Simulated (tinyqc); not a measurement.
Worked calculation (part 3 of 3): RHF in the sto-3g basis, for CH3-, spin multiplicity 1. The basis has no diffuse functions, so it cannot describe the extra electron: this is an exercise in the method, not the real anion. Computed by tinyqc, a small Python program that keeps every step (integrals from PySCF). Command: `OMP_NUM_THREADS=1 python tinyqc.py 30898 30899 out.jsonl` (the two numbers bound the seeds that draw the settings). One thread of a shared host (Intel(R) Xeon(R) Processor @ 2.60GHz), about 0.06 s of CPU time with the checks.

Geometry (angstrom):
```
atom          x          y         z
C      0.000000   0.000000  0.095000
H      1.169000   0.000000  0.000000
H     -0.585000   1.013000  0.000000
H     -0.585000  -1.013000  0.000000
```

## Convergence

Stop when the energy changes by less than 1e-09 hartree and every element of the error matrix X^T (F D S - S D F) X is below 9e-06.

Course of the cycle:
```
iteration   E (hartree)     change  largest element of the error matrix
1          -38.34924077          -                             5.56e-01
2          -38.76496043  -4.16e-01                             7.91e-02
3          -38.77462336  -9.66e-03                             1.45e-02
4          -38.77527529  -6.52e-04                             2.21e-03
5          -38.77529505  -1.98e-05                             4.58e-04
6          -38.77529554  -4.90e-07                             1.81e-05
7          -38.77529554  -4.91e-10                             3.81e-07
```

PySCF RHF in the same basis = -38.77529554 hartree

Converged in 7 iterations.

## Populations, bond orders and dipole

D after iteration 7:
```
            1C 1s      1C 2s     1C 2px     1C 2py     1C 2pz      2H 1s      3H 1s      4H 1s
1C 1s    2.056524  -0.184956  -0.000023   0.000000  -0.049686  -0.121451  -0.121366  -0.121366
1C 2s   -0.184956   0.735122  -0.000025   0.000000   0.235131   0.305087   0.305133   0.305133
1C 2px  -0.000023  -0.000025   0.382689   0.000000   0.000001   0.519603  -0.259921  -0.259921
1C 2py   0.000000   0.000000   0.000000   0.382617   0.000000   0.000000   0.450084  -0.450084
1C 2pz  -0.049686   0.235131   0.000001   0.000000   1.967313  -0.089724  -0.089712  -0.089712
2H 1s   -0.121451   0.305087   0.519603   0.000000  -0.089724   0.851638  -0.206776  -0.206776
3H 1s   -0.121366   0.305133  -0.259921   0.450084  -0.089712  -0.206776   0.852115  -0.206780
4H 1s   -0.121366   0.305133  -0.259921  -0.450084  -0.089712  -0.206776  -0.206780   0.852115
```

overlap S:
```
           1C 1s     1C 2s     1C 2px     1C 2py     1C 2pz      2H 1s      3H 1s      4H 1s
1C 1s   1.000000  0.248362   0.000000   0.000000   0.000000   0.051343   0.051250   0.051250
1C 2s   0.248362  1.000000   0.000000   0.000000   0.000000   0.444159   0.443731   0.443731
1C 2px  0.000000  0.000000   1.000000   0.000000   0.000000   0.436091  -0.217942  -0.217942
1C 2py  0.000000  0.000000   0.000000   1.000000   0.000000   0.000000   0.377393  -0.377393
1C 2pz  0.000000  0.000000   0.000000   0.000000   1.000000  -0.035439  -0.035392  -0.035392
2H 1s   0.051343  0.444159   0.436091   0.000000  -0.035439   1.000000   0.114312   0.114312
3H 1s   0.051250  0.443731  -0.217942   0.377393  -0.035392   0.114312   1.000000   0.114219
4H 1s   0.051250  0.443731  -0.217942  -0.377393  -0.035392   0.114312   0.114219   1.000000
```

Mulliken: Z minus the diagonal of D S on the atom; Loewdin: the same with S^(1/2) D S^(1/2); Mayer order: 2 sum_s sum (D(s) S)_ij (D(s) S)_ji over the two atoms.

Charges (e):
```
atom   Mulliken    Loewdin
1C    -0.509155  -0.568579
2H    -0.163410  -0.143607
3H    -0.163718  -0.143907
4H    -0.163718  -0.143907
```

Mayer bond orders:
```
pair     order
2-1   0.947342
3-1   0.947235
3-2   0.012977
4-1   0.947235
4-2   0.012977
4-3   0.012984
```

dipole moment about the origin, x y z (debye): 0.002024  0.000000  -0.760272
